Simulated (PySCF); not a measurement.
nitrous oxide (N2O), SMILES N#[N+][O-]. The structure is a stationary point at PBE0-D3(BJ)/def2-TZVP.

TDA-PBE/def2-TZVPD (PySCF) puts the lowest singlet excitations at 7.01, 7.35, 7.35, 8.21, 8.21, 9.69 eV and the lowest triplet (TDA) at 5.88 eV.

Task: What are the lowest singlet roots from PySCF with EOM-CCSD/aug-cc-pVDZ? (An estimate is asked for; the answer gives what the named calculation found.)

Result: 7.31, 7.48, 7.48, 8.62, 8.62, 10.10 eV; triplets 5.91, 6.71, 6.71 eV. S1 differs by 0.30 eV (second minus first; roots are paired by order, and the bases may differ).
